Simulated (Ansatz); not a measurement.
## 1T (CdI2-type) ZrSe₂

These are PBE in Ansatz (plane waves, PAW) values and carry that method's errors.

Numerical settings: plane-wave cutoff 520 eV, 24×24×12 k mesh (along the axes of the cell as run), scalar-relativistic PAW data made under PBE.

Cell (measured lattice):

```
CELL_PARAMETERS angstrom
      3.77000     0.00000     0.00000
     -1.88500     3.26492     0.00000
      0.00000     0.00000     6.12800
ATOMIC_POSITIONS crystal
  Zr 0.00000 0.00000 0.00000
  Se 0.33333 0.66667 0.25883
  Se 0.66667 0.33333 0.74117
```

```json
{
  "elastic constant C11": "109 GPa",
  "elastic constant C12": "24.7 GPa",
  "elastic constant C13": "10.5 GPa",
  "elastic constant C33": "40.8 GPa",
  "elastic constant C44": "11.2 GPa",
  "elastic constant C66": "42.4 GPa",
  "Voigt–Reuss–Hill bulk modulus": "34.6 GPa",
  "Voigt–Reuss–Hill shear modulus (Hill average)": "22.7 GPa",
  "young_modulus": "55.9 GPa",
  "poisson_ratio": "0.231"
}
```

Note: the cell isn't this level's own, so it is under some stress, which shifts stiffness and frequencies.

Elastic constants are with the ions relaxed.

Static lattice: no zero-point or thermal effects.

Computing time: very roughly 2.3 core-hours.

Ansatz is a program for electronic structure.
